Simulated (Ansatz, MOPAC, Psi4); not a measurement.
Molecule: dimethylether, C2H6O, charge 0, multiplicity 1. SMILES: COC
Structure (B3LYP-D3(BJ)/def2-TZVP (Ansatz, an electronic-structure program) minimum search):
```
O
C 1 1.4094
H 2 1.0890 1 107.47
H 2 1.0983 3 109.03 1 -120.94
H 2 1.0983 3 109.03 4 -118.12
C 1 1.4094 2 112.50 3 -180.00
H 6 1.0890 1 107.47 2 180.00
H 6 1.0983 7 109.03 1 120.94
H 6 1.0983 7 109.03 8 118.12
```

Quantity: vertical ionisation energy to the doublet, in eV. Set-up: no dispersion term unless named; frozen cores in correlated levels; 6-311+G** with 5d; spin-orbit terms left out; UHF or UKS for open shells; non-relativistic; six Cartesian d functions in 6-31G* and its kin unless marked 5d; each state is the SCF solution reached for its charge and spin. First-principles rows: single points at B3LYP-D3(BJ) geometries (Ansatz). Semi-empirical rows: differences of heats of formation at the shared geometry for vertical values.

```
level           program  vertical ionisation energy to the doublet (eV)
--------------  -------  ----------------------------------------------
PM3               MOPAC                                           10.25
PM6               MOPAC                                            9.27
PBE/6-31G*       Ansatz                                            9.53
B3LYP/3-21G      Ansatz                                            9.57
wB97X-D/6-31G*     Psi4                                            9.85
MP2/6-311+G**    Ansatz                                           10.31
PBE/def2-TZVPD   Ansatz                                            9.74
```

No value to compare with is used here. The 6 habitual levels span 9.27 (PM6) to 10.31 eV (MP2/6-311+G**); PBE/def2-TZVPD gives 9.74.

The levels are drawn from those run, B3LYP/6-31G* more often than the rest, none by its result; runs whose electronic state is in doubt are left out.
